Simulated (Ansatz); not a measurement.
# AlH3OSi: energies and forces away from the minimum

Aim: displace all atoms at random from the minimum and see how well density functionals give the CCSD(T) energy and forces there.

Method: single points with forces in def2-TZVPP; program: Ansatz 0.2.0, Gaussian basis.

Levels: PBE-D4, r2SCAN-D4, PBE0-D4, wB97M-V, Hartree-Fock, MP2, CCSD, CCSD(T). Each coordinate is moved by a Gaussian draw of the width named (0.7 of it for atoms other than hydrogen): 0.04, 0.06 Å.

Correlated methods freeze the cores.

13 further runs of the same task are left out: 13 set aside as unsound or not needed.

## 1. Where the work starts

The minimum, relaxed at PBE0-D4: SMILES `O=[SiH][AlH2]`, 6 atoms, charge 0, spin multiplicity 1.

Atoms are counted from 1 here; the program's logs count them from 0.

Bond lengths: O1–Si2 1.529 Å, Si2–Al3 2.462 Å, Si2–H4 1.503 Å, Al3–H5 1.583 Å, Al3–H6 1.583 Å. Angles: O1–Si2–Al3 112.5°, O1–Si2–H4 121.2°, Al3–Si2–H4 126.3°, Si2–Al3–H5 118.9°, Si2–Al3–H6 118.9°, H5–Al3–H6 122.0°.

As a file:

```xyz
6
AlH3OSi
O     0.4737   -2.0165    0.9416
Si   -0.3504   -1.1896   -0.0461
Al    0.2721    1.1921   -0.0292
H    -1.4083   -1.8278   -0.9024
H     1.4468    1.6825   -0.9702
H    -0.4338    2.1593    1.0063
```

Energies of the minimum (eV), from earlier single points: PBE-D4 -16561.11407, r2SCAN-D4 -16568.46025, PBE0-D4 -16562.27588, B3LYP-D4 -16572.48928, wB97M-V -16569.17084, CCSD(T) -16543.39699.

## 2. Structure 1, width 0.04 Å

Contents of ccsdt-tzvpp/in.yaml:

```yaml
crystal:
  periodic: [false, false, false]
  atoms:
    - {symbol: O, position_ang: [0.499618, -2.048521, 0.960567]}
    - {symbol: Si, position_ang: [-0.402137, -1.173790, -0.066876]}
    - {symbol: Al, position_ang: [0.306372, 1.209213, -0.086763]}
    - {symbol: H, position_ang: [-1.412545, -1.783014, -0.900704]}
    - {symbol: H, position_ang: [1.451281, 1.701189, -0.955603]}
    - {symbol: H, position_ang: [-0.463661, 2.151078, 0.955720]}
basis:
  gaussian: {orbitals: def2-TZVPP}
correlation: {method: ccsd_t}
output: {forces: true}
```

The command line of these runs was not kept.

Log, cut to the lines that bear on the results:

```text
Functional definition: HF
  name "HF"
  cite "Fock, Z. Phys. 61, 126 (1930) doi:10.1007/BF01340294"
  parent pbe
[...]
929 factors; integrals over basis functions are off by at most 9.3e-4 eV
[...]
mean field -16530.01859948 eV, -607.4669790819 hartree, gradient 2.4e-6 eV, S^2 0.000000; 1 other end points of the search recorded, 0 dependent functions left out
11 core orbitals not correlated: weight in the atoms' cores, before any rotation towards them, 1.000 or more for the frozen orbitals, at most 0.000 for the correlated occupied ones
reference -16530.01859948 eV, -607.4669790819 hartree; 8, 8 occupied and 138, 138 virtual orbitals, 929 factors
second order -11.99507404 eV of doubles, -0.00000000 eV of singles
cycle   1  -11.92659720 eV  change    6.8e-2 eV  update   1.5e-1
[...]
cycle  14  -12.59806892 eV  change    3.3e-6 eV  update   3.0e-6
perturbative correction -0.57893722 eV, -0.0212755505 hartree
[...]
Total energy: -16543.19560562 eV, -607.9512251260 hartree
Atom 0 at     0.499618    -2.048521     0.960567 Å, force    -1.871380     1.710864    -2.022064 eV/Å
Atom 1 at    -0.402137    -1.173790    -0.066876 Å, force     2.669573    -1.084721     2.376749 eV/Å
Atom 2 at     0.306372     1.209213    -0.086763 Å, force    -0.975452    -0.303870     0.812625 eV/Å
Atom 3 at    -1.412545    -1.783014    -0.900704 Å, force    -0.668011    -0.444743    -0.442573 eV/Å
Atom 4 at     1.451281     1.701189    -0.955603 Å, force     0.654868     0.243290    -0.510582 eV/Å
Atom 5 at    -0.463661     2.151078     0.955720 Å, force     0.190402    -0.120820    -0.214154 eV/Å
Dipole moment:    -0.347957     0.581679    -0.525236 e Å
```

It took 66 s on 2 threads, shared host; peak memory 1.8 GiB.

The other levels were run on the same coordinates; their logs were not kept, and their results stand in the tables.

```tsv
method	RMS force component (eV/Å)	RMS error against CCSD(T) (eV/Å)	angle to CCSD(T) forces (°)	dipole (D)
PBE-D4	1.177	0.170	7.4	3.88
r2SCAN-D4	1.344	0.107	1.7	4.07
PBE0-D4	1.464	0.229	2.8	4.32
wB97M-V	1.462	0.247	4.9	4.51
CCSD(T)	1.244	reference	reference	4.12
```

## 3. Structure 2, width 0.06 Å

Contents of ccsdt-tzvpp/in.yaml:

```yaml
crystal:
  periodic: [false, false, false]
  atoms:
    - {symbol: O, position_ang: [0.477179, -1.976826, 0.936082]}
    - {symbol: Si, position_ang: [-0.317380, -1.223042, -0.045102]}
    - {symbol: Al, position_ang: [0.310169, 1.213627, -0.085071]}
    - {symbol: H, position_ang: [-1.434815, -1.805674, -0.934160]}
    - {symbol: H, position_ang: [1.362269, 1.679880, -0.918428]}
    - {symbol: H, position_ang: [-0.412061, 2.182898, 0.991700]}
basis:
  gaussian: {orbitals: def2-TZVPP}
correlation: {method: ccsd_t}
output: {forces: true}
```

Log, cut to the lines that bear on the results:

```text
[... 4 set-up lines as earlier in the session ...]
[...]
934 factors; integrals over basis functions are off by at most 8.3e-4 eV
[...]
mean field -16530.17565672 eV, -607.4727508291 hartree, gradient 1.6e-6 eV, S^2 0.000000; 1 other end points of the search recorded, 0 dependent functions left out
11 core orbitals not correlated: weight in the atoms' cores, before any rotation towards them, 1.000 or more for the frozen orbitals, at most 0.000 for the correlated occupied ones
reference -16530.17565672 eV, -607.4727508291 hartree; 8, 8 occupied and 138, 138 virtual orbitals, 934 factors
second order -11.60343139 eV of doubles, -0.00000000 eV of singles
cycle   1  -11.77682119 eV  change   -1.7e-1 eV  update   1.2e-1
[...]
cycle  13  -12.33003728 eV  change   -2.0e-6 eV  update   4.2e-6
perturbative correction -0.49828502 eV, -0.0183116367 hartree
[...]
Total energy: -16543.00397903 eV, -607.9441829784 hartree
Atom 0 at     0.477179    -1.976826     0.936082 Å, force     2.195736    -2.413188     2.777810 eV/Å
Atom 1 at    -0.317380    -1.223042    -0.045102 Å, force    -2.610864     2.659352    -3.208539 eV/Å
Atom 2 at     0.310169     1.213627    -0.085071 Å, force    -2.464005    -0.995110     2.097972 eV/Å
Atom 3 at    -1.434815    -1.805674    -0.934160 Å, force     0.502274     0.062312     0.439467 eV/Å
Atom 4 at     1.362269     1.679880    -0.918428 Å, force     2.189200     0.968849    -1.771412 eV/Å
Atom 5 at    -0.412061     2.182898     0.991700 Å, force     0.187659    -0.282215    -0.335298 eV/Å
Dipole moment:    -0.269140     0.511771    -0.503498 e Å
```

It took 69 s on 2 threads, shared host; peak memory 1.8 GiB.

```tsv
method	RMS force component (eV/Å)	RMS error against CCSD(T) (eV/Å)	angle to CCSD(T) forces (°)	dipole (D)
PBE-D4	1.972	0.161	3.9	3.41
r2SCAN-D4	1.792	0.119	2.5	3.55
PBE0-D4	1.701	0.230	4.7	3.74
wB97M-V	1.697	0.215	3.7	3.87
CCSD(T)	1.879	reference	reference	3.68
```

## 4. All structures together

Energy above the minimum (kcal/mol):

```tsv
structure	width (Å)	PBE-D4	r2SCAN-D4	PBE0-D4	wB97M-V	Hartree-Fock	MP2	CCSD	CCSD(T)
1	0.04	4.3	5.5	6.3	6.1	9.5	3.9	5.8	4.6
2	0.06	9.8	8.7	8.3	7.9	5.9	9.3	8.4	9.1
```

What each level costs and misses (shared host):

```tsv
method	mean energy error from CCSD(T) (kcal/mol)	mean time a point
PBE-D4	0.5	1.7 s
r2SCAN-D4	0.6	3.2 s
PBE0-D4	1.2	2.2 s
wB97M-V	1.3	7.5 s
Hartree-Fock	4.0	part of the CCSD(T) run
MP2	0.5	part of the CCSD(T) run
CCSD	0.9	part of the CCSD(T) run
CCSD(T)	0	67 s
```

For cost: PBE-D4 comes within 0.5 kcal/mol at 1.7 s a point, where CCSD(T) needs 67 s.

## 5. What came out

| quantity | value |
| --- | --- |
| energy above the minimum, CCSD(T) | 4.6, 9.1 kcal/mol |
| mean energy error | PBE-D4 0.5, r2SCAN-D4 0.6, PBE0-D4 1.2, wB97M-V 1.3, Hartree-Fock 4.0, MP2 0.5, CCSD 0.9 kcal/mol |
| mean RMS force error | PBE-D4 0.166, r2SCAN-D4 0.113, PBE0-D4 0.230, wB97M-V 0.231 eV/Å |
| largest T1 diagnostic | 0.026 |

What this shows: In energy MP2 is nearest to CCSD(T) and Hartree-Fock farthest. For forces r2SCAN-D4 is best, off by 7 % of the typical force, and wB97M-V worst (15 %); with few structures and a triple-zeta reference, gaps of a few points rank nothing. The T1 diagnostic is large here, over the usual mark for main-group molecules (transition-metal compounds often pass it harmlessly), so CCSD(T) itself may be off.
